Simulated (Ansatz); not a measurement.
Input file:

```yaml
crystal:
  periodic: [false, false, false]
  atoms:
    - {symbol: Si, position_ang: [0.000000, -0.035961, 1.165412]}
    - {symbol: Al, position_ang: [0.000000, -0.011793, -1.224879]}
    - {symbol: H, position_ang: [0.000000, 1.317723, 0.315431]}
basis:
  gaussian: {orbitals: 6-31G}
magnetization: {spin_polarized: true, initial_magnetization: 0}
correlation: {method: ccsdt_q_b, electrons: valence}
accuracy: high
output: {forces: true}
```

```sh
$ ansatz run in.yaml --threads 1 --pin off --events-out ev --progress --plain --max-ram 2393MiB
```

Output:

```
595 factors; integrals over basis functions are off by at most 3.4e-9 eV
mean field evaluation 1: about -14454.8759 eV, gradient 6.4e0 eV
mean field evaluation 2: about -14454.8789 eV, gradient 6.4e0 eV
mean field evaluation 4: about -14455.4958 eV, gradient 6.4e-1 eV
mean field evaluation 8: about -14455.5120 eV, gradient 5.1e-3 eV
mean field evaluation 16: about -14455.6861 eV, gradient 1.1e0 eV
mean field evaluation 32: about -14456.7625 eV, gradient 2.7e-2 eV
mean field evaluation 64: about -14456.7669 eV, gradient 2.3e-2 eV
mean field evaluation 96: about -14455.5120 eV, gradient 3.4e-4 eV
mean field evaluation 128: about -14455.6329 eV, gradient 1.1e0 eV
mean field evaluation 160: about -14456.7625 eV, gradient 2.7e-2 eV
...
cycle  40  -2.83023081 eV  change    8.0e-8 eV  update   4.5e-8
cycle  41  -2.83023075 eV  change    5.6e-8 eV  update   3.0e-8
cycle  42  -2.83023068 eV  change    6.9e-8 eV  update   1.7e-8
cycle  43  -2.83023065 eV  change    3.0e-8 eV  update   9.2e-9
cycle  44  -2.83023064 eV  change    1.2e-8 eV  update   4.7e-9
cycle  45  -2.83023064 eV  change    1.1e-9 eV  update   2.3e-9
cycle  46  -2.83023064 eV  change   -1.6e-9 eV  update   1.4e-9
cycle  47  -2.83023064 eV  change   2.4e-10 eV  update  6.3e-10
cycle  48  -2.83023064 eV  change   2.7e-10 eV  update  4.2e-10
cycle  49  -2.83023064 eV  change   3.4e-10 eV  update  2.3e-10
perturbative correction -0.04788323 eV, -0.0017596764 hartree
WARN: in the space of 8 natural orbitals, full CI finds another state of this spin 0.090 eV below this run's state, or below the method's energy where it doesn't find this run's state
WARN: the results are in doubt because among natural orbitals full CI differs from the method by +0.722 eV
the calculation of the forces begins
Total energy: -14459.64537876 eV, -531.3821665698 hartree
Atom 0 at     0.000000    -0.035961     1.165412 Å, force     0.000000    -0.528171     1.272010 eV/Å
Atom 1 at     0.000000    -0.011793    -1.224879 Å, force    -0.000000    -0.199746    -1.188881 eV/Å
Atom 2 at     0.000000     1.317723     0.315431 Å, force    -0.000000     0.727917    -0.083130 eV/Å
Dipole moment:     0.000000    -0.006819    -0.301939 e Å
In doubt: among natural orbitals full CI differs from the method by +0.722 eV
```

Forces (eV/Å):
```
Si   0.000 -0.528  1.272
Al   0.000 -0.200 -1.189
H    0.000  0.728 -0.083
```

Ran on 1 thread of Arm Neoverse V1, shared host: 22 s wall, 0.21 GiB peak host memory.
